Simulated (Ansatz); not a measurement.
Ansatz (a first-principles code) input (PBE/6-31G*):

Ansatz 0.2 input:
```yaml
crystal:
  periodic: [false, false, false]
  atoms:
    - {symbol: C, position_ang: [0.86960503, 1.66518517, -0.12267063]}
    - {symbol: C, position_ang: [0.10658209, 0.63012540, 0.03870510]}
    - {symbol: C, position_ang: [-0.68708286, -0.44387260, 0.20689303]}
    - {symbol: C, position_ang: [-0.34283198, -1.75679535, -0.09043260]}
    - {symbol: H, position_ang: [1.53637185, 2.01545253, 0.66246752]}
    - {symbol: H, position_ang: [0.88059896, 2.23165153, -1.05148823]}
    - {symbol: H, position_ang: [-1.67916485, -0.25344235, 0.61049230]}
    - {symbol: H, position_ang: [0.62962337, -2.00162375, -0.49338437]}
    - {symbol: H, position_ang: [-1.04506298, -2.55989368, 0.07694336]}
basis:
  gaussian:
    orbitals: 6-31G*
hamiltonian:
  xc: {name: PBE}
magnetization: {spin_polarized: true, initial_magnetization: 1}
relax: {f_tol: 0.003, max_steps: 120}
```

### Question
Predict the final energy.

### Answer
-155.10765 Eh.
